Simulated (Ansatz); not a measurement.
# BOF (fluoro(oxo)borane): CCSD/STO-3G

Aim: the energy change on altering one bond length of BOF (fluoro(oxo)borane) at CCSD/STO-3G, from 2 runs. 

Program for the calculation: Ansatz 0.2.0.

53 further runs of the same task are left out: 4 that didn't finish, 49 set aside as unsound or not needed.

## (1) The system as given

BOF has 3 atoms, charge 0, and is taken as a singlet. As SMILES, `O=BF`. Geometry: relaxed at PBE0-D4/def2-TZVP.

Bond lengths: O1–B2 1.206 Å, B2–F3 1.282 Å. Angles: O1–B2–F3 180.0°.

## (2) The energy at CCSD/STO-3G

Input file molecule.yaml:

```yaml
crystal:
  periodic: [false, false, false]
  atoms:
    - {symbol: O, position_ang: [0.983100, -0.565100, 0.479900]}
    - {symbol: B, position_ang: [0.020300, -0.011600, 0.009900]}
    - {symbol: F, position_ang: [-1.003400, 0.576800, -0.489800]}
basis:
  gaussian:
    orbitals: STO-3G
correlation:
  method: ccsd
  frozen_orbitals: {B: 1, F: 1, O: 1}
accuracy: high
scf:
  omitted_lower_state_checks: [cluster_reference, increment]
```

On the command line:

```
$ ansatz run molecule.yaml --threads 1 --pin off --max-ram 2610MiB --events-out events.jsonl --progress --plain --runs-dir runs
```

The log of the run, shortened:

```text
Warning: RAYON_NUM_THREADS=1 ignored (pool sized by the plan → 1); use --threads N
Functional definition: HF
  name "HF"
[...]
248 factors; integrals over basis functions are off by at most 3.4e-8 eV
[...]
mean field -5342.35269246 eV, -196.3278402711 hartree, gradient 1.6e-8 eV, S^2 0.000000; 0 other end points of the search recorded, 0 dependent functions left out
3 core orbitals not correlated: weight in the atoms' cores, before any rotation towards them, 1.000 or more for the frozen orbitals, at most 0.000 for the correlated occupied ones
reference -5342.35269246 eV, -196.3278402711 hartree; 8, 8 occupied and 4, 4 virtual orbitals, 248 factors
second order -3.78524455 eV of doubles, -0.00000000 eV of singles
cycle   1  -3.55504493 eV  change    2.3e-1 eV  update   1.2e-1
[...]
cycle  18  -3.90140394 eV  change   -1.5e-9 eV  update   1.1e-9
Total energy: -5346.25409639 eV, -196.4712142213 hartree
Checks for a lower state left out: cluster_reference, increment
```

Wall time 0.14 s (1 thread of Intel Xeon Platinum 8488C (Sapphire Rapids), shared host).

## (3) The distorted shape at the same level

Input file run.yaml:

```yaml
crystal:
  periodic: [false, false, false]
  atoms:
    - {symbol: O, position_ang: [1.223799, -0.703474, 0.597399]}
    - {symbol: B, position_ang: [0.020300, -0.011600, 0.009900]}
    - {symbol: F, position_ang: [-1.003400, 0.576800, -0.489800]}
basis:
  gaussian:
    orbitals: STO-3G
correlation:
  method: ccsd
  frozen_orbitals: {B: 1, F: 1, O: 1}
accuracy: high
scf:
  omitted_lower_state_checks: [cluster_reference, increment]
```

On the command line:

```
$ ansatz run run.yaml --threads 1 --pin off --max-ram 2610MiB --events-out events.jsonl --progress --plain --runs-dir runs
```

The log of the run, shortened:

```text
Warning: RAYON_NUM_THREADS=1 ignored (pool sized by the plan → 1); use --threads N
[... 2 set-up lines as earlier in the session ...]
[...]
245 factors; integrals over basis functions are off by at most 3.9e-8 eV
[...]
mean field -5339.17742470 eV, -196.2111513334 hartree, gradient 1.4e-8 eV, S^2 0.000000; 0 other end points of the search recorded, 0 dependent functions left out
3 core orbitals not correlated: weight in the atoms' cores, before any rotation towards them, 1.000 or more for the frozen orbitals, at most 0.000 for the correlated occupied ones
reference -5339.17742470 eV, -196.2111513334 hartree; 8, 8 occupied and 4, 4 virtual orbitals, 245 factors
second order -4.54788927 eV of doubles, -0.00000000 eV of singles
cycle   1  -3.73226831 eV  change    8.2e-1 eV  update   2.4e-1
[...]
cycle  22  -4.65932799 eV  change   6.7e-10 eV  update  3.6e-10
Total energy: -5343.83675270 eV, -196.3823784789 hartree
Checks for a lower state left out: cluster_reference, increment
```

It took 0.14 s on 1 thread of Intel Xeon Platinum 8488C (Sapphire Rapids), shared host.

## (4) Results

Level: CCSD/STO-3G, 3 core orbitals frozen.

| quantity | value |
| --- | --- |
| first shape: total energy | -196.47121 Eh |
| first shape: correlation energy (3 core orbitals frozen) | -143.4 mEh |
| first shape: T1 diagnostic | 0.020 |
| distorted shape: total energy | -196.38238 Eh |
| distorted shape: correlation energy (3 core orbitals frozen) | -171.2 mEh |
| distorted shape: T1 diagnostic | 0.046 |
| energy change with the O1–B2 bond stretched from 1.206 to 1.507 Å | 2.417 eV |

With the O1–B2 bond stretched from 1.206 to 1.507 Å the energy rises by 2.42 eV (233 kJ/mol). The first shape isn't relaxed at this level, so the change isn't measured from a minimum. The minimal basis adds a large error of its own. The T1 diagnostic (first shape) of 0.020 is above the customary mark for such species, so a single reference may not serve. The T1 diagnostic (distorted shape) of 0.046 is above the customary mark for such species, so a single reference may not serve.
